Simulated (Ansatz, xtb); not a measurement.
## Relative energy of two isomers of C2H4Cl

Structure a: `[CH2]CCl`, a doublet. Structure b: `C[CH]Cl`, a doublet. Both are isolated molecules in the gas phase, relaxed with PBE0-D3(BJ)/pcseg-1; the shapes shown needn't be the lowest conformers.

a (Å):

```yaml
atoms:
  - { symbol: C, position_ang: [-1.3786, 1.4659, -2.0155] }
  - { symbol: C, position_ang: [-0.7114, 1.8329, -0.7716] }
  - { symbol: Cl, position_ang: [0.6620, 3.0286, -1.0912] }
  - { symbol: H, position_ang: [-0.9685, 0.6804, -2.6473] }
  - { symbol: H, position_ang: [-2.1571, 2.1038, -2.4297] }
  - { symbol: H, position_ang: [-1.3660, 2.3524, -0.0675] }
  - { symbol: H, position_ang: [-0.2268, 0.9881, -0.2761] }
```

b (Å):

```xyz
7

C    -1.4501    2.0039   -1.6340
C    -0.3387    1.4582   -0.8337
Cl    1.1348    2.3383   -0.7242
H    -1.2273    2.0020   -2.7146
H    -2.3508    1.3993   -1.4781
H    -1.6763    3.0416   -1.3549
H    -0.2574    0.4156   -0.5380
```

**Question.** Which of the two would you expect CCSD(T)/def2-SVP + ΔMP2/def2-TZVPP electronic energies to favour?

**Answer.** Structure b; the calculation gives E(b) − E(a) = −3.9 kcal/mol.

The same difference at several levels:

```
                             level             geometry  E(b) − E(a) (kcal/mol)  departure from the last row (kcal/mol)  job, with rough time for the two
                          GFN2-xTB             GFN2-xTB                      −7.4                                    −3.5              optimisation, 0.49 s
                         HF/STO-3G             GFN2-xTB                      −5.0                                    −1.1               single point, 1.5 s
                r2SCAN-D4/def2-SVP             GFN2-xTB                      −5.6                                    −1.6               single point, 9.3 s
               PBE0-D3(BJ)/pcseg-1  PBE0-D3(BJ)/pcseg-1                      −4.5                                    −0.6             optimisation, 1.9 min
                       HF/def2-SVP  PBE0-D3(BJ)/pcseg-1                      −2.8                                    +1.1           part of the CCSD(T) run
                      MP2/def2-SVP  PBE0-D3(BJ)/pcseg-1                      −5.4                                    −1.4           part of the CCSD(T) run
                  CCSD(T)/def2-SVP  PBE0-D3(BJ)/pcseg-1                      −5.2                                    −1.2                      single point
CCSD(T)/def2-SVP + ΔMP2/def2-TZVPP  PBE0-D3(BJ)/pcseg-1                      −3.9                                                        single point, 38 s
```

As drawn, both hold the same kinds of bond in the same numbers. Structure a has 0 methyl groups, b 1.

The levels shown agree on the order. The largest departure from CCSD(T)/def2-SVP + ΔMP2/def2-TZVPP is that of GFN2-xTB, 3.5 kcal/mol. The last row adds to CCSD(T) the change of the MP2 difference between the two basis sets, here +1.2 kcal/mol.

With harmonic frequencies from PBE0-D3(BJ)/pcseg-1 (ideal gas, rigid rotor, one conformer each, 600 K, 1 atm): on the last row, ΔE + ΔZPE = −4.0, ΔH = −4.0, ΔG = −4.4 kcal/mol.

Open shells are spin-unrestricted. The correlated steps freeze 7 core orbitals. Mirror images aren't counted in ΔG. Codes used: Ansatz 0.2.0, xtb 6.7.1; the last row on 1 thread of Intel(R) Xeon(R) Processor @ 2.50GHz (Skylake/Cascade Lake) on a shared host.
